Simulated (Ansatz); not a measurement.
# C₂H₄O₂, singlet: CASSCF and its corrections

Computed with Ansatz's Gaussian-basis code (development build). Basis cc-pVTZ, nonrelativistic, 4 orbitals frozen in the corrections. State-specific CASSCF; RHF is the lowest restricted (open-shell) Hartree–Fock solution met. No symmetry is imposed, so a solution can break that of the shape. The lowest solution met needn't be the lowest there is, nor hold the orbitals that a chemist would pick.

Geometry:

```json
{"atom": "C", "x (Å)": "-0.9312", "y (Å)": "-0.0839", "z (Å)": "0.0000"}
{"atom": "O", "x (Å)": "-0.7110", "y (Å)": "-1.2782", "z (Å)": "0.0000"}
{"atom": "O", "x (Å)": "0.0000", "y (Å)": "0.8868", "z (Å)": "0.0000"}
{"atom": "H", "x (Å)": "-1.9284", "y (Å)": "0.3746", "z (Å)": "0.0000"}
{"atom": "C", "x (Å)": "1.3569", "y (Å)": "0.3973", "z (Å)": "0.0000"}
{"atom": "H", "x (Å)": "1.9801", "y (Å)": "1.2882", "z (Å)": "0.0000"}
{"atom": "H", "x (Å)": "1.5411", "y (Å)": "-0.2062", "z (Å)": "0.8894"}
{"atom": "H", "x (Å)": "1.5411", "y (Å)": "-0.2062", "z (Å)": "-0.8894"}
```

Task: What do CASSCF and its corrections give against RHF in CAS(4,3), and what are the occupations?

Result: CASSCF -0.809 eV, SC-NEVPT2 -21.612 eV; occupations 2.00, 1.94, 0.06.

Task: Roughly how much CPU time does a whole run from the default start take (median of such runs, summed over threads; nearly all runs on one pinned thread of a shared server, mostly Xeon at 2.3 to 2.6 GHz, by a development driver)?

Result: CAS(4,3): about 83 s. Other jobs ran beside these, and the count of passes differs.
